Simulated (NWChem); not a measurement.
All runs are NWChem calculations. System: hydrogen cyanide (CHN), charge 0, spin multiplicity 1, at a geometry optimised with PBE/def2-SVP. Level: constrained PBE0/def2-SVP.

Job file:

```
start mol
memory heap 200 mb stack 800 mb global 1000 mb
geometry units angstroms nocenter noautoz noautosym
  C      0.000000     0.000000    -0.505970
  N      0.000000     0.000000     0.661277
  H      0.000000     0.000000    -1.593117
end
basis spherical
  * library def2-svp
end
dft
  xc pbe0
  semidirect memsize 60000000 filesize 0
  iterations 100
  convergence nolevelshifting
  cdft 2 2 charge -0.6 pop becke
end
task dft energy
```

NWChem printed:

```
             Northwest Computational Chemistry Package (NWChem) 7.3.0
             --------------------------------------------------------

                                NWChem Input Module
                                -------------------

 Scaling coordinates for geometry "geometry" by  1.889725989
 (inverse scale =  0.529177249)

                             Geometry "geometry" -> ""
                             -------------------------

 Output coordinates in angstroms (scale by  1.889725989 to convert to a.u.)

  No.       Tag          Charge          X              Y              Z
 ---- ---------------- ---------- -------------- -------------- --------------
    1 C                    6.0000     0.00000000     0.00000000    -0.50597000
    2 N                    7.0000     0.00000000     0.00000000     0.66127700
    3 H                    1.0000     0.00000000     0.00000000    -1.59311700

 Effective nuclear repulsion energy (a.u.)      23.6045764770

            Nuclear Dipole moment (a.u.)
            ----------------------------
        X                 Y               Z
 ---------------- ---------------- ----------------
     0.0000000000     0.0000000000     0.0000037795


 Summary of "ao basis" -> "" (spherical)
 ------------------------------------------------------------------------------
       Tag                 Description            Shells   Functions and Types
 ---------------- ------------------------------  ------  ---------------------
 *                          def2-svp                  on all atoms

                                 NWChem DFT Module
                                 -----------------

 Summary of "ao basis" -> "ao basis" (spherical)
 ------------------------------------------------------------------------------
       Tag                 Description            Shells   Functions and Types
 ---------------- ------------------------------  ------  ---------------------
 C                          def2-svp                 6       14   3s2p1d
 N                          def2-svp                 6       14   3s2p1d
 H                          def2-svp                 3        5   2s1p
[...]
  ----- ------------  ---------------      ----- ------------  ---------------
     8      0.464615  1 C  py                22     -0.426113  2 N  py
     7      0.418104  1 C  px                 5      0.396393  1 C  py
    21     -0.383456  2 N  px                 4      0.356711  1 C  px
    19      0.289509  2 N  py                18      0.260526  2 N  px
    32      0.031897  3 H  py                31      0.028704  3 H  px

 Vector    9  Occ=0.000000D+00  E=-9.054899D-02
              MO Center=  4.3D-09, -3.9D-09, -2.0D-01, r^2= 1.6D+00
   Bfn.  Coefficient  Atom+Function         Bfn.  Coefficient  Atom+Function
  ----- ------------  ---------------      ----- ------------  ---------------
     7      0.464615  1 C  px                21     -0.426113  2 N  px
     8     -0.418104  1 C  py                 4      0.396393  1 C  px
    22      0.383456  2 N  py                 5     -0.356711  1 C  py
    18      0.289509  2 N  px                19     -0.260526  2 N  py
    31      0.031897  3 H  px                32     -0.028704  3 H  py

 Vector   10  Occ=0.000000D+00  E= 3.801748D-03
              MO Center= -5.9D-10,  5.1D-10, -1.8D+00, r^2= 2.0D+00
   Bfn.  Coefficient  Atom+Function         Bfn.  Coefficient  Atom+Function
  ----- ------------  ---------------      ----- ------------  ---------------
    30     -1.801829  3 H  s                  3      1.687655  1 C  s
     9     -0.465704  1 C  pz                29     -0.308078  3 H  s
     2      0.267910  1 C  s                  6     -0.239849  1 C  pz
    16     -0.194259  2 N  s                 23      0.157463  2 N  pz
    17     -0.149296  2 N  s                 20     -0.145920  2 N  pz

     ---------------------------------------------
      Total Density - Mulliken Population Analysis
     ---------------------------------------------

    Atom       Charge   Shell Charges
 -----------   ------   -------------------------------------------------------
    1 C    6     5.48   1.99  0.94  0.24  1.75  0.53  0.03
    2 N    7     7.70   1.99  1.04  0.71  2.37  1.55  0.03
    3 H    1     0.83   0.69  0.11  0.03

     -------------------------------------------
      Total Density - Lowdin Population Analysis
     -------------------------------------------

    Atom       Charge   Shell Charges
 -----------   ------   -------------------------------------------------------
    1 C    6     5.60   1.97  0.65  0.35  1.58  0.96  0.09
    2 N    7     7.49   1.97  0.84  0.63  2.24  1.76  0.04
    3 H    1     0.91   0.59  0.25  0.08

 center of mass
 --------------
 x =   0.00000000 y =   0.00000000 z =   0.11072721

 moments of inertia (a.u.)
 ------------------
          41.640671814790           0.000000000000           0.000000000000
           0.000000000000          41.640671814790           0.000000000000
           0.000000000000           0.000000000000           0.000000000000

     Multipole analysis of the density
     ---------------------------------

     L   x y z        total         alpha         beta         nuclear
     -   - - -        -----         -----         ----         -------
     0   0 0 0     -0.000000     -7.000000     -7.000000     14.000000

     1   1 0 0      0.000000      0.000000      0.000000      0.000000
     1   0 1 0     -0.000000     -0.000000     -0.000000      0.000000
     1   0 0 1     -2.410052     -1.205028     -1.205028      0.000004

     2   2 0 0     -8.457113     -4.228556     -4.228556      0.000000
     2   1 1 0     -0.000000     -0.000000     -0.000000      0.000000
     2   1 0 1      0.000000      0.000000      0.000000      0.000000
     2   0 2 0     -8.457113     -4.228556     -4.228556      0.000000
     2   0 1 1     -0.000000     -0.000000     -0.000000      0.000000
     2   0 0 2     -7.222631    -16.351206    -16.351206     25.479781

 Task  times  cpu:        0.6s     wall:        0.6s

 Total times  cpu:        0.6s     wall:        0.6s
```
